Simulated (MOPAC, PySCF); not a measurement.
H$_{4}$Si, SMILES `[SiH4]`, neutral singlet in the gas phase. 

Cartesian coordinates (Å):
```xyz
5

Si     0.0000     0.0000     0.0000
H      0.4020     1.1832     0.7985
H     -1.1132     0.3707    -0.9070
H      1.1552    -0.4708    -0.8020
H     -0.4440    -1.0832     0.9105
```
Charge 0, multiplicity 1.

All levels are single points at this geometry (r2SCAN-D4/def2-TZVP); Pople sets use spherical d functions. Orbital energies aren't observables, and empty levels follow the basis.

```csv
level,HOMO (eV),LUMO (eV),gap (eV),dipole (D),"vertical IE, Delta-SCF (eV)"
r2SCAN-D4/def2-TZVP in PySCF,-8.87,0.72,9.58,0.00,12.31
BP86/6-31G* in PySCF,-8.59,0.74,9.33,0.00,–
M06-2X/6-31G* in PySCF,-11.06,2.37,13.43,0.00,–
HF/6-31G* in PySCF,-13.20,4.56,17.76,0.00,12.06
PM3 in MOPAC,-11.79,0.64,12.43,0.00,–
PM7 in MOPAC,-12.46,2.48,14.94,0.00,–
```
